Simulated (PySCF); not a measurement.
Species: C₄H₂O₂.
Numbering: `[O:1]=[CH:2][c:3]1[cH:4][c:5]1=[O:6]` (hydrogens: H7 on C2; H8 on C4)

Computed by this run: PBE0-D3(BJ)/def2-TZVP geometry optimisation, gas phase (PySCF); density fitting, grid level 2; the optimiser is geomeTRIC in internal coordinates, started from a GFN2-xTB structure.

Step 0: E = -8265.2948 eV
```
atom  x, y, z in Å  |  force x, y, z in eV/Å
O1      2.0890   -1.1070    0.1606   -0.104  -0.031   0.006
C2      1.5058   -0.0713   -0.0058    0.464   0.164  -0.032
C3      0.0464    0.0467   -0.0110   -1.345  -0.414   0.080
C4     -1.1127   -0.6519    0.1161    0.810   1.118  -0.195
C5     -1.1940    0.7632   -0.1180    0.522  -0.742   0.123
O6     -1.8177    1.7609   -0.2768   -0.324   0.478  -0.079
H7      2.0323    0.8857   -0.1701    0.118  -0.049   0.007
H8     -1.5401   -1.6169    0.2804   -0.140  -0.524   0.088
```

**Question.** Estimate the geometry and energy of step 1. (The exact step hangs on the optimiser's Hessian estimate; all steps are aligned on step 0, rigid shifts and turns removed.)

**Answer.** E = -8265.3207 eV, largest force 0.119 eV/Å
```
atom  x, y, z in Å  |  force x, y, z in eV/Å
O1      2.0387   -1.1159    0.2229    0.029   0.028  -0.007
C2      1.5104   -0.0638   -0.0081   -0.063  -0.096   0.031
C3      0.0343    0.0763   -0.0115   -0.017   0.060  -0.029
C4     -1.0962   -0.6384    0.1032   -0.055   0.005   0.022
C5     -1.2114    0.7724   -0.1064    0.065  -0.079   0.013
O6     -1.8597    1.7646   -0.2492   -0.022   0.014  -0.002
H7      2.0844    0.8518   -0.2252    0.021   0.024  -0.009
H8     -1.4914   -1.6376    0.2498    0.043   0.044  -0.018
```

The energy changes by -0.0259 eV. The first-order estimate −F·Δx gives -0.0519 eV and the mean of the old and new forces, exact on a quadratic surface, -0.0256 eV. The step makes an angle of 82° with the force vector and moves no atom by more than 0.083 Å.

The cost below is that of the whole optimisation. On an Arm Neoverse V2 with one thread, shared host, this took 37 s of wall time and 0.80 GiB of memory at its peak.
